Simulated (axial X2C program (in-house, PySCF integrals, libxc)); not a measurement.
**OH⁺: from Re and ωe to a spectrum**

A bond curve at the CCSD(T) level, two-component, was computed with an in-house relativistic program for diatomic molecules (basis O dyall-av3z [7s6p3d2f], H dyall-v3z [6s2p1d] (cores contracted in-house)) for the state Ω = 1 (⟨Sz⟩ = 1.00, ⟨Lz⟩ = 0.00 at HF). Its fit gives Re = 1.0313 Å, ωe = 3111.2 cm⁻¹, ωexe = 81.2 cm⁻¹ and αe = 7.352e-01 cm⁻¹; the masses are 15.9949 and 1.0078 u. Two-component means X2C with spin–orbit coupling and atomic mean-field Coulomb and Gaunt terms.

Correlated methods: 6 electrons correlated (number of frozen shells: O 1 s; H none), 130 virtual spin orbitals or spinors in MP2, 58 natural virtuals in coupled cluster.

(1) Find the reduced mass, Be and the force constant.

(2) Scale the constants to the deuteride (D 2.0141 u) within the Born–Oppenheimer picture.

(3) Where do the fundamental and the first overtone lie?

(4) A Morse curve ties αe to the other constants (Pekeris). How well does that hold?

(5) Estimate the centrifugal constant by the Kratzer relation.

One determinant describes the state; a PBE0 search over occupations chose it and may have missed a lower one. CCSD and (T) use frozen natural virtuals with an MP2 correction for the truncation; (T) itself is uncorrected, so its De runs slightly low. With several unpaired electrons one determinant need not be a pure state. Open-shell Ω = 0 determinants with evenly filled partner blocks cannot be reached by this program, so the Ω shown need not be the lowest component. This is the Ω = 1 component of a π² triplet; the 0⁺ component is not one determinant and can lie lowest.

Answers

(1) From the CCSD(T) values: μ = 0.9481 u. Be = 16.8576/(μ Re²) = 16.72 cm⁻¹. k = 5.8918×10⁻⁷ μ ωe² = 5.41 mdyn/Å.

(2) ρ = √(μH/μD) = 0.7280; ωe = 2265.0, ωexe = 43, Be = 8.86 cm⁻¹; the zero-point energy falls by 414 cm⁻¹.

(3) ν(1←0) = ωe − 2ωexe = 2948.8 cm⁻¹; ν(2←0) = 2ωe − 6ωexe = 5735.2 cm⁻¹.

(4) αe(Morse) = 6Be²/ωe × (√(ωexe/Be) − 1) = 6.489e-01 cm⁻¹; the CCSD(T) curve gives 7.352e-01 cm⁻¹, a ratio of 0.88.

(5) D = 4Be³/ωe² = 1.93e-03 cm⁻¹.
